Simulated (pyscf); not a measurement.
HO–SiH₂–OH -> HO–SiH₂–OH (concerted two-bond exchange; singlet surface; H–O, H–Si broken, H–O, H–Si formed). Optimised with ωB97X-D3(BJ)/def2-SVP in PySCF. MP2 and CC: frozen core, UHF for open shells. ΔMP2 is the change of the MP2 total energy from the triple- to the quadruple-zeta basis. Energies in kcal/mol from the reactant's lowest minimum found.

| level | barrier | reaction energy |
|---|---|---|
| ωB97X-D3(BJ)/def2-TZVP | 134.8 | 0.0 |
| B3LYP-D3(BJ)/def2-TZVP | 125.2 | 0.0 |
| PBE0-D3(BJ)/def2-TZVP | 127.3 | 0.0 |
| HF/def2-TZVP | 158.5 | 0.0 |
| CCSD/def2-TZVPP | 136.3 | 0.0 |
| CCSD(T)/def2-TZVPP | 129.5 | 0.0 |
| CCSD(T)/def2-TZVPP + ΔMP2(QZVPP) | … | 0.0 |

Question: What belongs in the gaps?

Answer: 
- CCSD(T)/def2-TZVPP + ΔMP2(QZVPP), barrier: 129.7

The same reactants have a lower exit, to O=SiH–OH + H₂ (barrier +61.2 kcal/mol at ωB97M-D3(BJ), against +130.5 kcal/mol here). One saddle was located; it need not be the lowest between these sides. One closed-shell reference is unstable to symmetry breaking; treat the single-reference values with care. The CCSD(T) − MP2 part came from Ansatz, without density fitting, on the same reference.
